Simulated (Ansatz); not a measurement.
## How far each method lies from RCCSDT(Q) for BCl3, singlet

Geometry: MP2(full)/6-31G*, from the G2/97 set.

```json
{"atom": "B", "x (Å)": "0.0000", "y (Å)": "0.0000", "z (Å)": "0.0000"}
{"atom": "Cl", "x (Å)": "0.0000", "y (Å)": "1.7354", "z (Å)": "0.0000"}
{"atom": "Cl", "x (Å)": "1.5029", "y (Å)": "-0.8677", "z (Å)": "0.0000"}
{"atom": "Cl", "x (Å)": "-1.5029", "y (Å)": "-0.8677", "z (Å)": "0.0000"}
```

Basis cc-pV(D+d)Z; Ansatz 0.2.0. Correlated methods freeze the noble-gas cores, which leaves 24 electrons in 67 orbitals. R marks a restricted (for open shells ROHF) determinant. Active spaces: valence = (18e, 13o, short of the full valence) chosen from the atoms' valence shells.

Full CI isn't at hand for all of this; RCCSDT(Q) serves as the reference, and is uncertain by about the last step of the cluster series.

```
UHF ⟨S²⟩                          : 0.000
T1 diagnostic (RCCSD)             : 0.0116
largest doubles amplitude (RCCSD) : 0.034
```

Problem. From what is known of these methods and the diagnostics, rank them by the size of their error in total energy against RCCSDT(Q) in cc-pV(D+d)Z, smallest first (an estimate: the text doesn't fix the numbers).
A. RCCSDT
B. RCCSD
C. MRCISD+Q (valence space)
D. NEVPT2 (valence space)
E. BCCD(T)

Solution. A (32 meV), E (52 meV), C (273 meV), B (468 meV), D (2254 meV).

All errors are against RCCSDT(Q) in cc-pV(D+d)Z. Within each family the higher level lies nearer, as is usual though not guaranteed.

Natural occupations of CASSCF (valence space) about the gap: 1.993 1.987 1.980 1.978 1.978 0.027 0.027 0.021 0.021; effectively unpaired electrons, Σ n²(2−n)², 0.02.

Atomization energy (electronic, same basis, no zero-point term; atoms at the same level, unrestricted beside the R rows where the molecule is a closed shell, with restricted open-shell steps beyond CCSDT(Q)) at RCCSDT(Q): 1250.7 kJ/mol. Errors of other levels:

```csv
level,error (kJ/mol)
RHF,-238.2
RMP2,77.6
CISD,-192.4
RCCSD,-27.1
RCCSD(T),-1.2
BCCD(T),-0.6
RCCSDT,-1.9
```

This basis is far from its limit, so the value isn't to be set against a measured one. Truncated CI isn't size-consistent, which counts against it in atomization.
